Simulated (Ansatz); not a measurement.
Compare A (`CO/C(C)=C\F`) with its isomer B (`C=CCOCF`).

Program: Ansatz. Geometries: PBE0-D4/def2-TZVP. ΔE: electronic, gas phase. CCSD(T)/CBS adds triple-zeta CCSD(T) − MP2 to the extrapolated MP2 energy (def2 sets, frozen cores). Functionals use def2-TZVPP. B3LYP here is the variant with VWN-RPA as its local correlation; programs differ in this. Each species was taken in one conformer, which may not be the lowest.

Q: Which isomer does CCSD(T)/CBS put lower? Give the gap. (Estimate.)

A: Ansatz gave: B, by 16.0 kJ/mol.

Q: Give E(B) − E(A) in kJ/mol with r2SCAN-D4, PBE0-D4, HF/def2-TZVPP, B3LYP-D4, CCSD/def2-TZVPP, MP2/def2-TZVPP, CCSD(T)/def2-TZVPP. (Best estimate.)

A: Ansatz gave: r2SCAN-D4 -4.8, PBE0-D4 -5.9, HF/def2-TZVPP -26.4, B3LYP-D4 -8.4, CCSD/def2-TZVPP -18.4, MP2/def2-TZVPP -14.8, CCSD(T)/def2-TZVPP -16.4. None reverses the order clearly.

Largest T1 diagnostic: 0.012.

In def2-TZVPP, CCSD(T) changes the Hartree–Fock value by +10.0 kJ/mol (the triples alone add +1.9 kJ/mol) and MP2 by +11.7 kJ/mol. From PBE to PBE0 (25 % exact exchange), in def2-TZVPP and without D4, E(B) − E(A) moves by −3.4 kJ/mol.
